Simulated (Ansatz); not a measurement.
`C#CC(=N)Cl` and `N=CCl` differ in one atom or group.

Ansatz, PBE0-D4/def2-TZVP geometries, multiplicity 1. Each molecule was computed in one conformer, which needn't be the lowest.

```tsv
property	`C#CC(=N)Cl`
HOMO–LUMO gap (B3LYP/def2-TZVPP) / eV	6.21
LUMO energy (PBE0/def2-TZVPP) / eV	-1.80
size of the dipole moment (PBE/def2-TZVPP) / D	0.83
HOMO energy (PBE/def2-TZVPP) / eV	-7.03
LUMO energy (PBE/def2-TZVPP) / eV	-2.75
LUMO energy (ωB97M-V/def2-TZVPP) / eV	0.39
```

What does the change do to each property? (Estimate.)

The calculation gave: 
```csv
property,`N=CCl`,shift
HOMO–LUMO gap (B3LYP/def2-TZVPP) / eV,7.32,1.11
LUMO energy (PBE0/def2-TZVPP) / eV,-0.74,1.06
size of the dipole moment (PBE/def2-TZVPP) / D,2.38,1.55
HOMO energy (PBE/def2-TZVPP) / eV,-7.01,0.02
LUMO energy (PBE/def2-TZVPP) / eV,-1.84,0.91
LUMO energy (ωB97M-V/def2-TZVPP) / eV,1.57,1.18
```

With PBE0 the HOMO falls by 0.09 eV and the LUMO rises by 1.06 eV, so the gap widens by about 1.15 eV. PBE moves the HOMO by 0.02 eV and ωB97M-V by -0.29 eV. The zero-point energy changes by -25.2 kJ/mol with -6 modes. Dipoles are sizes alone; their direction can turn.

B3LYP here is the variant with VWN-RPA as its local correlation; programs differ in this.
